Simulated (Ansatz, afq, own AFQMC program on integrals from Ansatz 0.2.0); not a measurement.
Breaking B2–C1 in CH₃BI, doublet

```xyz
6

C    -0.3512    0.3520   -0.3242
B     0.1023   -1.0390    0.1788
I     1.8007   -1.4949    1.3427
H    -1.0322    0.7475    0.4548
H     0.4656    1.0816   -0.4480
H    -0.9431    0.2889   -1.2504
```

Products: BI (singlet, the lower of two spins tried) and CH₃ (doublet), each relaxed with PBE0/def2-SVP like the molecule; electronic energies without zero-point terms. Determinants: UHF, RHF and UHF in that order.

Basis def2-TZVP with its core potentials. Noble-gas cores (and the filled d shells of Ga–Kr and In–Xe) are frozen. AFQMC by an in-house program on the Cholesky factors that Ansatz 0.2.0 writes for its CCSD(T) run. The CISD trial takes its coefficients from CCSD amplitudes. Released means that phaseless walkers are propagated on without the constraint, phases kept. Error bars are statistical, one sigma. No spin–orbit coupling. The errors of all members are added in quadrature.

No full CI on the walks' own integrals is used here. The released AFQMC energy serves as the reference, which it does only where one determinant dominates, the energy is flat over the last release times and near the phaseless one (40 meV or 2 meV an electron, half that with transition metals). On small molecules, where full CI could be run and the noise was under 10 meV, such values lay within 10 meV of it in 19 cases of 20, a flattering rate, since the rule was set on those same cases; what remains of the bias isn't in the error bar. Each member takes its own surest rung, up to full CI.

The best estimate is CCSD(T) at the basis-set limit (CBS: def2-TZVPP and def2-QZVPP, with their diffuse functions for anions and beside diffuse sets, CCSD(T) itself extrapolated) plus the step from CCSD(T) to AFQMC with the constraint released in def2-TZVP. Rows without CBS are in def2-TZVP; B2PLYP and the wave-function rows carry a basis error of their own. Core correlation and relativity beyond core potentials are missing, and ± holds the sampling alone.

Cautions: inner d shell frozen; no spin-orbit coupling; CH₃BI (doublet): the released value is read at 1.50 1/Eh with a noise of 12 meV, more than in the cases checked (meV from the phaseless value at times in 1/Eh: -16 ± 7 at 0.24, -8 ± 8 at 0.51, -19 ± 10 at 0.99, -13 ± 12 at 1.50); BI (singlet): higher spins were not checked, restricted determinant unstable towards unrestricted (UHF 61 meV lower, ⟨S²⟩ 0.30), raised T1 diagnostic (T1 0.023, weight of the determinant 0.85, largest double 0.08), its ph-AFQMC/CISD value lies 24 ± 5 meV above CCSDT(Q).

```tsv
level	bond energy (kJ/mol)
CCSD	286.8
B2PLYP	305.9
wB97M-V	306.0
```

Question: From these cheaper values, estimate the bond energy at the level of the best estimate.

Answer: 296.5 ± 1.2 kJ/mol (best estimate, highest rung released AFQMC).

```tsv
level	bond energy (kJ/mol)	error against the best estimate (kJ/mol)
HF	269.0	-27.5 ± 1.2
MP2	322.9	26.4 ± 1.2
CCSD(T)	288.7	-7.8 ± 1.2
ph-AFQMC/CISD	288.8 ± 1.1	-7.7 ± 1.6
released AFQMC	288.4 ± 1.3	-8.1
HF/CBS	269.4	-27.0 ± 1.2
MP2/CBS	329.2	32.8 ± 1.2
CCSD(T)/CBS	297.4	0.9 ± 1.2
PBE	321.3	24.8 ± 1.2
r2SCAN	324.0	27.6 ± 1.2
PBE0	327.5	31.1 ± 1.2
B3LYP	301.5	5.0 ± 1.2
```

Correlation beyond CCSD(T) changes it by less than twice the noise. Going to the basis-set limit adds 8.7 kJ/mol at CCSD(T). The perturbative (T) step is worth +1.9 kJ/mol.

Best estimates are given only where the step beyond CCSD(T) is under 0.3 eV and no member's determinant is very poor (T1 over 0.05, or 0.07 for open shells, ⟨S²⟩ too high by 0.3, two states mixed), so the hardest cases are missing from such tables.

The functionals ran in a triple-zeta set and keep a basis error of their own, a few kJ/mol for each bond in atomization energies and more for double hybrids, so close places among them and the extrapolated levels can swap.

Each member of a difference takes its own highest rung, so a best estimate needn't equal the limit plus the step of one row. A walk keeps the symmetry of its determinant, which the program's search chose and which needn't be the lowest solution, so a lower state of the same spin and another symmetry isn't excluded. Released energies are given only where the last usable release times agree within the noise; a slower fall can still hide under it. The exponents were fitted on light atoms, and def2 sets of heavy atoms don't grow evenly, so the limit is rough here.
